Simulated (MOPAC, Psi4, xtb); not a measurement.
Two rigid molecules brought together: C2H2 ··· CH4O (SMILES C#C and CO), singlet. Monomers: optimised at B3LYP-D3(BJ) (def2-TZVP), held rigid. Orientation: lowest of the rigid-body minima from ten starts at GFN2-xTB. R is the distance of the centres of mass, along which the second monomer moves.

Geometry at R = 4.02 Å (first 4 atoms: monomer A):
```
10

C     -0.5949    -0.0083    -0.0644
C      0.5949     0.0083     0.0644
H     -1.6513    -0.0232    -0.1781
H      1.6513     0.0231     0.1780
C      3.8119    -0.4636    -1.8857
O      3.7934    -0.1503    -0.5000
H      2.7761    -0.4631    -2.2222
H      4.3649     0.2798    -2.4705
H      4.2372    -1.4545    -2.0800
H      4.6982    -0.1433    -0.1730
```

Methods: SAPT0/jun-cc-pVDZ, frozen core (Psi4); B3LYP-D3(BJ)/def2-TZVP, counterpoise-corrected (Psi4); AM1, restricted, heats of formation (MOPAC); SCS-MP2/aug-cc-pVDZ = DF-SCS-MP2/aug-cc-pVDZ, frozen core, counterpoise-corrected in Psi4; GFN1-xTB (xtb).

Interaction energies in kcal/mol (negative: bound); R is the distance of the centres of mass, d the H4···O6 distance.

```tsv
R / Å	d / Å	SAPT0/jun-cc-pVDZ	B3LYP-D3(BJ)/def2-TZVP	AM1	SCS-MP2/aug-cc-pVDZ	GFN1-xTB
3.38	1.61	1.77	2.19	10.25	5.19	8.73
3.61	1.84	-2.41	-2.27	1.77	-0.34	2.08
3.79	2.02	-3.45	-3.37	-0.76	-1.98	-0.14
4.02	2.25	-3.53	-3.47	-1.46	-2.56	-1.16
4.22	2.45	-3.16	-3.09	-1.33	-2.45	-1.27
4.39	2.62	-2.76	-2.68	-1.11	-2.20	-1.15
4.70	2.93	-2.08	-1.97	-0.73	-1.69	-0.81
4.98	3.21	-1.60	-1.47	-0.53	-1.30	-0.57
5.49	3.72	-1.01	-0.89	-0.35	-0.81	-0.33
6.25	4.48	-0.54	-0.47	-0.21	-0.43	-0.17
7.22	5.45	-0.28	-0.24	-0.12	-0.22	-0.08
8.50	6.73	-0.14	-0.11	-0.06	-0.10	-0.03
```

Lowest grid point: SAPT0/jun-cc-pVDZ -3.53 kcal/mol at R = 4.02 Å; B3LYP-D3(BJ)/def2-TZVP -3.47 kcal/mol at R = 4.02 Å; AM1 -1.46 kcal/mol at R = 4.02 Å; SCS-MP2/aug-cc-pVDZ -2.56 kcal/mol at R = 4.02 Å; GFN1-xTB -1.27 kcal/mol at R = 4.22 Å.
